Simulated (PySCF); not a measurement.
PySCF input file for ethane (C2H6), SMILES CC, r2SCAN-D4/def2-TZVP. The structure is a stationary point at r2SCAN-D4/def2-TZVP.

```python
import numpy as np
from pyscf import gto, scf, dft, df
from pyscf.hessian import thermo

mol = gto.M(
    atom='''
    C     0.00000000   -0.00000000   -0.76162381
    C    -0.00000000    0.00000000    0.76162381
    H    -0.88134751   -0.50884622   -1.15943988
    H     0.88134750   -0.50884622   -1.15943989
    H     0.00000000    1.01769244   -1.15943989
    H    -0.88134750    0.50884622    1.15943989
    H     0.88134751    0.50884622    1.15943988
    H    -0.00000000   -1.01769244    1.15943989
    ''',
    basis='def2-TZVP',
    charge=0,
    spin=0,
    max_memory=1600,
    verbose=3,
)
mf = dft.RKS(mol, xc='r2scan').density_fit(auxbasis='def2-universal-jkfit')
mf.disp = 'd4'
mf.grids.level = 4
mf.conv_tol = 1e-11
mf.max_cycle = 100
mf.kernel()

# [left out here: the lines that compute and print the analytic Hessian (its translational invariance restored by hand, since the grid's response is missing), thermochemistry and intensities]
```

Program output:

```
converged SCF energy = -79.7986250248567

WARN: MGGA Hessian is sensitive to dft grids. grids.level 4 may not be dense enough.


WARN: DFTD4 does not support analytical Hessian, using finite difference.


WARN: Mole.unit (angstrom) is changed to Bohr

Mode                                 0                   1                   2
Irrep
Freq [cm^-1]                      316.1700            823.9392            823.9480
Reduced mass [au]                   1.0080              1.0591              1.0591
Force const [Dyne/A]                0.0594              0.4236              0.4236
Char temp [K]                     454.8982           1185.4651           1185.4777
Normal mode                   x     y     z       x     y     z       x     y     z
       0   C                -0.00  0.00  0.00    0.00 -0.05 -0.00    0.05  0.00 -0.00
       1   C                -0.00  0.00 -0.00    0.00 -0.05 -0.00    0.05  0.00  0.00
       2   H                -0.20  0.35  0.00   -0.03  0.20 -0.25   -0.17  0.03  0.43
       3   H                -0.20 -0.35 -0.00    0.03  0.20 -0.25   -0.17 -0.03 -0.43
       4   H                 0.41 -0.00 -0.00   -0.00  0.15  0.49   -0.22 -0.00 -0.00
       5   H                -0.20 -0.35 -0.00    0.03  0.20 -0.25   -0.17 -0.03 -0.43
       6   H                -0.20  0.35  0.00   -0.03  0.20 -0.25   -0.17  0.03  0.43
       7   H                 0.41 -0.00 -0.00   -0.00  0.15  0.49   -0.22 -0.00 -0.00
Mode                                 3                   4                   5
Irrep
Freq [cm^-1]                     1009.0428           1218.4808           1218.4926
Reduced mass [au]                   3.3381              1.4786              1.4786
Force const [Dyne/A]                2.0025              1.2934              1.2935
Char temp [K]                    1451.7880           1753.1226           1753.1396
Normal mode                   x     y     z       x     y     z       x     y     z
       0   C                -0.00 -0.00  0.18   -0.00  0.12  0.00    0.12  0.00  0.00
       1   C                 0.00  0.00 -0.18    0.00 -0.12 -0.00   -0.12 -0.00 -0.00
       2   H                -0.01 -0.00  0.20    0.08 -0.18  0.20   -0.09  0.08  0.35
       3   H                 0.01 -0.00  0.20   -0.08 -0.18  0.20   -0.09 -0.08 -0.35
       4   H                -0.00  0.01  0.20    0.00 -0.05 -0.40   -0.23 -0.00 -0.00
       5   H                -0.01  0.00 -0.20    0.08  0.18 -0.20    0.09  0.08  0.35
       6   H                 0.01  0.00 -0.20   -0.08  0.18 -0.20    0.09 -0.08 -0.35
       7   H                -0.00 -0.01 -0.20   -0.00  0.05  0.40    0.23  0.00  0.00
Mode                                 6                   7                   8
Irrep
Freq [cm^-1]                     1398.4720           1411.6648           1500.2412
Reduced mass [au]                   1.1985              1.2456              1.0153
Force const [Dyne/A]                1.3810              1.4625              1.3464
Char temp [K]                    2012.0899           2031.0714           2158.5131
Normal mode                   x     y     z       x     y     z       x     y     z
       0   C                -0.00 -0.00  0.08   -0.00 -0.00  0.09   -0.02 -0.00 -0.00
       1   C                -0.00 -0.00  0.08    0.00  0.00 -0.09    0.02  0.00  0.00
       2   H                 0.13  0.08 -0.34    0.13  0.08 -0.33    0.03 -0.26  0.26
       3   H                -0.13  0.08 -0.34   -0.13  0.08 -0.33    0.03  0.26 -0.26
       4   H                 0.00 -0.15 -0.34    0.00 -0.15 -0.33    0.47 -0.00 -0.00
       5   H                -0.13  0.08 -0.34    0.13 -0.08  0.33   -0.03 -0.26  0.26
       6   H                 0.13  0.08 -0.34   -0.13 -0.08  0.33   -0.03  0.26 -0.26
       7   H                 0.00 -0.15 -0.34   -0.00  0.15  0.33   -0.47  0.00  0.00
Mode                                 9                  10                  11
Irrep
Freq [cm^-1]                     1500.2507           1501.3677           1501.3868
Reduced mass [au]                   1.0153              1.0613              1.0613
Force const [Dyne/A]                1.3465              1.4095              1.4095
Char temp [K]                    2158.5267           2160.1338           2160.1614
Normal mode                   x     y     z       x     y     z       x     y     z
       0   C                -0.00  0.02  0.00    0.05  0.00  0.00    0.00 -0.05 -0.00
       1   C                 0.00 -0.02 -0.00    0.05  0.00  0.00    0.00 -0.05 -0.00
       2   H                 0.26 -0.33 -0.15   -0.04  0.27 -0.19   -0.27  0.34  0.11
       3   H                -0.26 -0.33 -0.15   -0.04 -0.27  0.19    0.27  0.34  0.11
       4   H                 0.00  0.12  0.30   -0.50  0.00  0.00   -0.00 -0.12 -0.22
       5   H                 0.26  0.33  0.15   -0.04 -0.27  0.19    0.27  0.34  0.11
       6   H                -0.26  0.33  0.15   -0.04  0.27 -0.19   -0.27  0.34  0.11
       7   H                -0.00 -0.12 -0.30   -0.50  0.00  0.00   -0.00 -0.12 -0.22
Mode                                12                  13                  14
Irrep
Freq [cm^-1]                     3031.4276           3033.3915           3087.9624
Reduced mass [au]                   1.0362              1.0342              1.1004
Force const [Dyne/A]                5.6106              5.6066              6.1821
Char temp [K]                    4361.5494           4364.3751           4442.8903
Normal mode                   x     y     z       x     y     z       x     y     z
       0   C                -0.00 -0.00  0.04   -0.00 -0.00  0.03   -0.00 -0.06 -0.00
       1   C                 0.00  0.00 -0.04    0.00 -0.00  0.03    0.00  0.06  0.00
       2   H                -0.33 -0.19 -0.14   -0.33 -0.19 -0.13    0.23  0.12  0.10
       3   H                 0.33 -0.19 -0.14    0.33 -0.19 -0.13   -0.23  0.11  0.10
       4   H                -0.00  0.38 -0.14   -0.00  0.38 -0.13   -0.00  0.51 -0.20
       5   H                -0.33  0.19  0.14    0.33 -0.19 -0.13    0.23 -0.11 -0.10
       6   H                 0.33  0.19  0.14   -0.33 -0.19 -0.13   -0.23 -0.12 -0.10
       7   H                 0.00 -0.38  0.14    0.00  0.38 -0.13    0.00 -0.51  0.20
Mode                                15                  16                  17
Irrep
Freq [cm^-1]                     3087.9996           3114.6096           3114.6422
Reduced mass [au]                   1.1004              1.1026              1.1026
Force const [Dyne/A]                6.1822              6.3020              6.3021
Char temp [K]                    4442.9439           4481.2298           4481.2767
Normal mode                   x     y     z       x     y     z       x     y     z
       0   C                -0.06  0.00 -0.00   -0.00 -0.06 -0.00   -0.06  0.00  0.00
       1   C                 0.06 -0.00 -0.00   -0.00 -0.06 -0.00   -0.06  0.00  0.00
       2   H                 0.38  0.23  0.17    0.23  0.12  0.10    0.38  0.23  0.17
       3   H                 0.38 -0.23 -0.17   -0.23  0.12  0.10    0.38 -0.23 -0.17
       4   H                -0.02 -0.00  0.00   -0.00  0.51 -0.20   -0.01 -0.00  0.00
       5   H                -0.38  0.23  0.17   -0.23  0.12  0.10    0.38 -0.23 -0.17
       6   H                -0.38 -0.23 -0.17    0.23  0.12  0.10    0.38  0.23  0.17
       7   H                 0.02  0.00 -0.00   -0.00  0.51 -0.20   -0.01 -0.00  0.00
temperature 298.1500 [K]
pressure 101325.00 [Pa]
Rotational constants [GHz] 80.68119 20.05731 20.05731
Symmetry number 6
Zero-point energy (ZPE) 0.07448 [Eh]   195550.494 [J/mol]
                           tot       elec      trans        rot        vib
Entropy [J/mol/K]       227.459      0.000    151.194     68.081      8.185
Cv [J/mol/K]             42.216      0.000     12.472     12.472     17.273
Cp [J/mol/K]             50.531      0.000     20.786     12.472     17.273
Internal energy [J/mol]                      3718.434   3718.434 197243.258
Internal energy [Eh]   -79.72067  -79.79863
Enthalpy [J/mol]                             6197.391   3718.434 197243.258
Enthalpy [Eh]          -79.71972
Gibbs free energy [J/mol]                  -38880.972 -16579.808 194803.014
Gibbs free energy [Eh] -79.74555
static polarisability / bohr^3: [[ 2.6099e+01  0.0000e+00  0.0000e+00]
 [ 0.0000e+00  2.6099e+01 -3.0000e-03]
 [ 0.0000e+00  0.0000e+00  2.9151e+01]]
largest difference of analytic and finite-field dipole derivatives / e: 0.00036323586590597534
mode   freq/cm-1   IR/(km/mol)   Raman/(A^4/amu)   depolarisation
   1      316.17         0.000             0.000            0.133
   2      823.94         4.453             0.000            0.507
   3      823.95         4.452             0.000            0.491
   4     1009.04         0.000            10.100            0.209
   5     1218.48         0.000             0.257            0.750
   6     1218.49         0.000             0.257            0.750
   7     1398.47         1.254             0.000            0.549
   8     1411.66         0.000             1.560            0.732
   9     1500.24         0.000            21.198            0.750
  10     1500.25         0.000            21.195            0.750
  11     1501.37        10.891             0.000            0.715
  12     1501.39        10.886             0.000            0.726
  13     3031.43         0.000           294.384            0.005
  14     3033.39        66.568             0.000            0.094
  15     3087.96         0.000           145.105            0.750
  16     3088.00         0.000           145.234            0.750
  17     3114.61        65.788             0.000            0.507
  18     3114.64        65.795             0.000            0.500
max |gradient| / (hartree/bohr): 3.485704542386807e-05
APT charges: [ 0.0855  0.0855 -0.0293 -0.0293 -0.0293 -0.0293 -0.0293 -0.0293]
```

The calculation finished and met its thresholds.

Cost: around 8 core-minutes (rough).
